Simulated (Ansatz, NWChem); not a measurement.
# Worked example: the enthalpy of C4H6 → C3H3 + CH3

Gas-phase species: C4H6 (1,2-butadiene) `C=C=CC`, singlet; C3H3 `[CH]=C=C`, doublet; CH3 (methyl radical) `[CH3]`, doublet. The bond broken is the one whose loss leaves C3H3 `[CH]=C=C`, relaxed to its own shape; its unpaired electron may spread away from that site.

Shapes, held fixed at every level: PBE0-D4/def2-TZVP. Programs: Ansatz 0.2.0, NWChem 7.3.0. A level may come from different programs for different species; with the same settings they agree closely. The zero-point and thermal terms to 298 K, harmonic and unscaled (PBE0-D4/def2-TZVP), stand in the table.

At PBE0/def2-SVP; 1 Eh = 2625.50 kJ/mol:

```
species  energy (Eh)  H(298 K) − E (kJ/mol)  tabulated ΔfH (kJ/mol)
   C4H6  -155.662904                  236.4                  +162.3
   C3H3  -115.768932                  121.2                  +351.5
    CH3   -39.753033                   88.7                  +146.5
```

**Question.** Work out the reaction enthalpy at 298 K from the calculation and from the table of heats.

**Answer.** 
1. Electronic: (-115.768932) + (-39.753033) − [(-155.662904)] = 0.140939 Eh = +370.0 kJ/mol.
2. Zero-point and thermal: (121.2) + (88.7) − [(236.4)] = -26.5 kJ/mol.
3. Computed ΔH = +343.5 kJ/mol.
4. From the heats of formation (Active Thermochemical Tables, CRC Handbook of Chemistry and Physics): (351.5) + (146.5) − [(162.3)] = +335.7 kJ/mol.
5. Computed less tabulated: +7.8 kJ/mol. Tabulated heats carry uncertainties of their own.

Spin contamination: C3H3 (⟨S²⟩ up to 0.78). Open shells run unrestricted.
